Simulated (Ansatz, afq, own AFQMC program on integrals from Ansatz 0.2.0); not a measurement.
## Atomization energy of CO, singlet, worked out

```xyz
2

O     0.0000    0.0000    0.0000
C     0.0000    0.0000    1.1234
```

Basis cc-pVTZ. Only valence electrons are correlated. AFQMC by an in-house program on the Cholesky factors that Ansatz 0.2.0 writes for its CCSD(T) run. ph-AFQMC/CISD is guided by a CISD state made of CCSD amplitudes; releasing the constraint for a short imaginary time cuts its bias at the price of noise, slowly where states lie close. Error bars are statistical, one sigma.

Total energies in eV. CBS is CCSD(T) at the limit of def2-TZVPP/QZVPP (extrapolated itself); the highest rung of each member is named.

```json
{"member": "O (triplet)", "count": "+1", "CCSD(T)/cc-pVTZ": "-2040.1454", "highest rung in cc-pVTZ": "-2040.1547", "which": "FCI", "CCSD(T)/CBS": "-2040.9924"}
{"member": "C (triplet)", "count": "+1", "CCSD(T)/cc-pVTZ": "-1028.0669", "highest rung in cc-pVTZ": "-1028.0806", "which": "FCI", "CCSD(T)/CBS": "-1028.3149"}
{"member": "CO, singlet", "count": "-1", "CCSD(T)/cc-pVTZ": "-3079.1110", "highest rung in cc-pVTZ": "-3079.1445", "which": "CCSDT(Q)", "CCSD(T)/CBS": "-3080.5057"}
```

Problem. Work out the best estimate of the atomization energy: the CCSD(T)/CBS difference plus the step from CCSD(T) to the highest rung.

Solution. Sums with the counts: CCSD(T)/CBS 11.1984 eV, highest rung 10.9092 eV, CCSD(T)/cc-pVTZ 10.8987 eV. The step is 10.9092 − 10.8987 = 0.0105 eV, so the best estimate is 11.1984 + (0.0105) = 11.2089 eV. The basis set is worth 0.300 eV of it. Zero-point, core-correlation and spin–orbit terms aren't in it.

Best estimates are given only where the step beyond CCSD(T) is under 0.3 eV and no member's determinant is very poor (T1 over 0.05, or 0.07 for open shells, ⟨S²⟩ too high by 0.3, two states mixed), so the hardest cases are missing from such tables.

CCSDT and higher add their correlation energy to the determinant of the CCSD(T) run, since their own runs factorise the integrals more tightly (a shift of under 2 meV). Each member of a difference takes its own highest rung, so a best estimate needn't equal the limit plus the step of one row.
